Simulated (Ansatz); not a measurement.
# CHCl, SMILES [CH]Cl: a relaxed scan of one distance

Computed with the Ansatz DFT code, driven from Python.

The script, `relaxed_scan_chcl.py`:
```python
"""One bond of CHCl held at set lengths while the rest relaxes."""

from dataclasses import dataclass

import ansatz as az
from ase import Atoms
import numpy as np


@dataclass(frozen=True)
class RunConfig:
    basis: str = "def2-SVP"
    functional: str = "pbe"
    vdw: str = "d3bj"


cfg = RunConfig()

atoms = Atoms(["C", "Cl", "H"], positions=[
    (-0.3108, 0.4953, 0.0),
    (1.3459, -0.1502, 0.0),
    (-1.0351, -0.3451, 0.0),
])
geometry = az.Crystal.molecule_from_ase(atoms)

setup = (
    geometry.calculation()
    .basis(gaussian=cfg.basis)
    .functional(cfg.functional, dispersion=cfg.vdw)
    .spin("collinear", total=2)
)
symbols = [site.symbol for site in geometry.cartesian_sites]
pairs = [(0, 1), (0, 2)]
print("held (A)   E (eV)        ", "  ".join(f"{symbols[i]}{i}-{symbols[j]}{j}" for i, j in pairs))
for length in [1.64, 1.78, 1.92, 2.13, 2.4]:
    data = setup.relax(constraints=[az.DistanceConstraint((0, 1), at=length)], force_tolerance=0.02, max_steps=60).run(threads=1).report
    xyz = np.array(data["positions_ang"])
    print(f"{length:6.2f} {data['free_energy_ev']:14.5f}  ", "  ".join(f"{np.linalg.norm(xyz[i] - xyz[j]):.3f}" for i, j in pairs))
```

```console
$ python relaxed_scan_chcl.py
held (A)   E (eV)         C0-Cl1  C0-H2
DeckWarning: relax.constraints: the input's atoms, or those drawn, lie off the distances that are held; a relaxation that starts there is brought onto them ahead of its first SCF, by positions alone, an atom by 6.90e-2 Å at the most. With the symmetry [...]
  1.64   -13560.70314   1.640  1.103
  1.78   -13560.58254   1.780  1.106
  1.92   -13560.16572   1.920  1.109
  2.13   -13559.36352   2.130  1.113
  2.40   -13558.36391   2.400  1.119
```
(Warnings from the package without file and line, shortened, repeats left out.)

What to keep in mind:
- Total energies depend on the basis set; only differences at equal settings carry meaning.
- The energies are electronic: no zero-point or thermal terms, and the basis set is short of its limit.
- The run takes the species as open-shell (spin multiplicity 3), which needn't be its ground state.
- Hardware and time: 26 s on 1 thread of Arm Neoverse V1 (shared host), peak memory 0.19 GiB.
